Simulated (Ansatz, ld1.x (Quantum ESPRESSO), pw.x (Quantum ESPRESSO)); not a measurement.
# Equation-of-state test of one RRKJ potential (barium)

- Element: Ba (Z = 56)
- Generator: ld1.x (Quantum ESPRESSO) 7.5
- Type: norm-conserving RRKJ (Kleinman–Bylander form)
- Functional: LDA (PW92)
- Relativity: scalar-relativistic
- Frozen core: [Kr] 4d10 5s2
- Valence charge: 8
- Reference configuration: 5p6 5d0 6s0 6p0 (charge +2)
- Partial waves: 5p (bound): rc 3.15 bohr; 5d (bound, empty): rc 4.20 bohr; 6s (bound, empty): rc 3.55 bohr
- Local potential: the s channel
- Core correction: none
- rho0: 0.02

Atomic tests: cutoffs needed: 10 Ry and 12 Ry (the cutoffs (Ry, on a coarse ladder) from which the occupation-weighted sum of valence levels, in a spherical-Bessel basis at the reference potential, stays within 10 and 1 mRy of its value at 400 Ry); ghost test: no extra level below or beside the all-electron valence levels (p, d, s, f tested) (spherical-Bessel basis up to 400 Ry, 20 bohr box); largest excitation error: -640 meV (all-electron minus pseudo) for 5p6 5d0 6s0 6p2, out of 7 test configurations.

Crystal test: diamond Ba in pw.x 7.5, no spin, 8³ k-points, Fermi–Dirac smearing 0.01 Ry, cutoffs 35/140 Ry. The lattice is a test structure that the element need not adopt, and mesh and smearing are coarse.

pw.x input:

```
&control
  calculation='scf', prefix='x', pseudo_dir='./', outdir='./tmp', tstress=.true., disk_io='low'
/
&system
  ibrav=0, nat=2, ntyp=1, ecutwfc=35, ecutrho=140, nbnd=16,
  occupations='smearing', smearing='fd', degauss=0.01
/
&electrons
  conv_thr=1e-09, mixing_beta=0.4, electron_maxstep=70
/
ATOMIC_SPECIES
Ba 1.0 Ba.UPF
CELL_PARAMETERS angstrom
  0.00000000 3.64353017 3.64353017
  3.64353017 0.00000000 3.64353017
  3.64353017 3.64353017 0.00000000
ATOMIC_POSITIONS crystal
Ba 0.0000 0.0000 0.0000
Ba 0.2500 0.2500 0.2500
K_POINTS automatic
8 8 8 0 0 0
```

```bash
pw.x < Ba.scf.in > Ba.scf.out
```

**Question.** How does the run end?

**Answer.** It converges; the pressure is 7.83 GPa against 0.03 GPa from all-electron LAPW. The largest radius (4.20 bohr) exceeds half the bond length (2.98 bohr), so the spheres overlap, which is one possible source of error among others. This is a poor potential for the solid. The log shows:

```
     kinetic-energy cutoff     =      35.0000  Ry
     charge density cutoff     =     140.0000  Ry
     scf convergence threshold =      1.0E-09
     Exchange-correlation= PW
     number of k points=    29  Fermi-Dirac smearing, width (Ry)=  0.0100
     iteration #  1     ecut=    35.00 Ry     beta= 0.40
     total energy              =     -61.87407735 Ry
     estimated scf accuracy    <       2.67173840 Ry
     iteration #  2     ecut=    35.00 Ry     beta= 0.40
     total energy              =     -61.63392807 Ry
     estimated scf accuracy    <       0.51402477 Ry
     iteration #  3     ecut=    35.00 Ry     beta= 0.40
     total energy              =     -61.76862464 Ry
     estimated scf accuracy    <       0.02639984 Ry
     iteration #  4     ecut=    35.00 Ry     beta= 0.40
     total energy              =     -61.76349361 Ry
     estimated scf accuracy    <       0.01102045 Ry
     [... 3 iterations left out ...]
     iteration #  8     ecut=    35.00 Ry     beta= 0.40
     total energy              =     -61.76583863 Ry
     estimated scf accuracy    <       0.00000033 Ry
     iteration #  9     ecut=    35.00 Ry     beta= 0.40
     total energy              =     -61.76583861 Ry
     estimated scf accuracy    <       0.00000009 Ry
     iteration # 10     ecut=    35.00 Ry     beta= 0.40
     total energy              =     -61.76583863 Ry
     estimated scf accuracy    <       0.00000002 Ry
     iteration # 11     ecut=    35.00 Ry     beta= 0.40
     the Fermi energy is     6.4891 ev
!    total energy              =     -61.76583863 Ry
     estimated scf accuracy    <          8.4E-10 Ry
     smearing contrib. (-TS)   =      -0.01005944 Ry
     The total energy is F=E-TS. E is the sum of the following terms:
     one-electron contribution =     -11.04661737 Ry
     hartree contribution      =       9.90006050 Ry
     xc contribution           =     -10.53785731 Ry
     ewald contribution        =     -50.07136500 Ry
     convergence has been achieved in  11 iterations
          total   stress  (Ry/bohr**3)                   (kbar)     P=       78.32
```
